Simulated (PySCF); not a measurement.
Deprotonation sites of hydrogen chloride

Parent: hydrogen chloride, `Cl` (HCl). Non-hydrogen atoms are numbered in `[ClH:1]`.

These are calculated values, ωB97X-D3(BJ)/ma-def2-TZVP in PySCF (grid level 2) at geometries from PBE0-D3(BJ)/ma-def2-SVP. Zero-point and thermal terms (298.15 K, 1 bar) come from unscaled PBE0-D3(BJ)/ma-def2-SVP harmonic frequencies, with soft modes damped to free rotors in the entropy.

```jsonl
{"site": "Cl1 (chlorine)", "product": "[Cl]-", "ΔH(acid) / eV": "14.46", "ΔG(acid) / eV": "14.23"}
```

ΔH and ΔG refer to AH → A⁻ + H⁺ in the gas phase.

Against the Active Thermochemical Tables (version 1.112): Cl1 1395 (computed 1395, error 0) kJ/mol.

---

## Deprotonation sites of cyanic acid

System: `N#CO` (CHNO). Non-hydrogen atoms are numbered in `[N:1]#[C:2][OH:3]`.

Computed at ωB97X-D3(BJ)/ma-def2-TZVP // PBE0-D3(BJ)/ma-def2-SVP with PySCF (density fitting, grid level 2). The prefix ma- adds one diffuse s and one diffuse p function on all atoms but H. ωB97X-D3(BJ) is ωB97X-V with D3(BJ) in place of VV10. Zero-point and thermal terms (298.15 K, 1 bar) come from unscaled PBE0-D3(BJ)/ma-def2-SVP harmonic frequencies, with soft modes damped to free rotors in the entropy.

| site | product | ΔH(acid) / kJ/mol | ΔG(acid) / kJ/mol |
| --- | --- | --- | --- |
| O3 (hydroxyl oxygen) | `N#C[O-]` | 1320 | 1294 |

ΔH and ΔG refer to AH → A⁻ + H⁺ in the gas phase.

Against the Active Thermochemical Tables (version 1.112): O3 1324 (computed 1320, error -4) kJ/mol.

---

# Gas-phase acidity of fluoronium

Molecule: fluoronium, `[FH2+]` ([H2F]+). Optimised structure (Å), atoms numbered from 1:
```
F     0.0103    0.3517   -0.0055
H    -0.8037   -0.1722   -0.0229
H     0.8163   -0.1846    0.0034
```

Computed at M06-2X/ma-def2-TZVP // PBE0-D3(BJ)/ma-def2-SVP with PySCF (density fitting, grid level 3). Zero-point and thermal terms (298.15 K, 1 bar) come from unscaled PBE0-D3(BJ)/ma-def2-SVP harmonic frequencies, with soft modes damped to free rotors in the entropy.

```tsv
site	product	ΔH(acid) / kcal/mol	ΔG(acid) / kcal/mol
F1 (fluorine)	HF	116.3	109.8
```

ΔH and ΔG refer to the loss of H⁺ in the gas phase.

Against the Active Thermochemical Tables (version 1.112): F1 485 (computed 487, error 2) kJ/mol.

Run with `OMP_NUM_THREADS=1 python redox_run.py task.json out` on 1 thread of Arm Neoverse N1, a shared host. Structures, frequencies and single points: 7.3 s of wall time.
